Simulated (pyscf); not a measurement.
Structures and frequencies: ωB97X-D3(BJ)/def2-SVP in PySCF. Correlated levels are frozen-core, on RHF or UHF. ΔMP2 is the change of the MP2 total energy from the triple- to the quadruple-zeta basis.

SMILES: [F][Ag]
```xyz
2

F      0.2403     1.0949     0.6543
Ag     1.2524     0.4203    -0.9047
```
Charge 0, spin multiplicity 1.

Problem. What is the homolytic dissociation enthalpy (298 K, CCSD(T)/def2-TZVPP + ΔMP2(QZVPP)) of the Ag–F bond of `[F][Ag]`, to F• + Ag•?

Solution. Ag–F to F• + Ag•: 78.8 kcal/mol. The CCSD(T) − MP2 part came from Ansatz, without density fitting, on the same reference. The frozen core leaves the outer d or s,p core shells of the metals and heavy elements correlated in the MP2 and CC values, and def2-TZVPP describes them poorly, which can shift differences by a few kcal/mol. Left out: the spin-orbit lowering of F. Open-shell species with a d-block atom are single-reference here; other states, and whether the spin sits on metal or ligand, were not checked. Elements past Kr carry the def2 core potentials, without spin-orbit coupling.
